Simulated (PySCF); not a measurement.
Exercise with solution: entropy of an ideal gas

CN, SMILES [C]#N (connectivity only; charge and spin as stated), charge -1, multiplicity 1.

Coordinates come from a B3LYP-D3(BJ)/def2-TZVPD optimisation.

B3LYP-D3(BJ)/def2-TZVPD run with PySCF gives the harmonic wavenumbers 2142 cm⁻¹ and the rotational temperature 2.7403 K. The molar mass is 26.02 g/mol, the symmetry number 1, the spin multiplicity 1.

Task: Work out the entropy at 298.15 K and 1 atm in the rigid-rotor, harmonic-oscillator model.

Result: 
Translation (Sackur–Tetrode at 1 atm): S = R[1.5 ln M + 2.5 ln T − 1.16487] = 149.4 J/(mol K).
Rotation: q = T/(σ θ) = 109, S = R[ln q + 1] = 47.3 J/(mol K).
Vibration: with u = 1.4388 ν/T, each mode gives R[u/(e^u − 1) − ln(1 − e^−u)]; all modes are too stiff to count. Sum 0.0 J/(mol K).
Spin: R ln 1 = 0.0 J/(mol K).
Total 196.7 J/(mol K); the program's own thermochemistry gives 196.7. Translation makes up 76 % and vibration 0 %. Anharmonicity, hindered rotation and orbital degeneracy are left out.
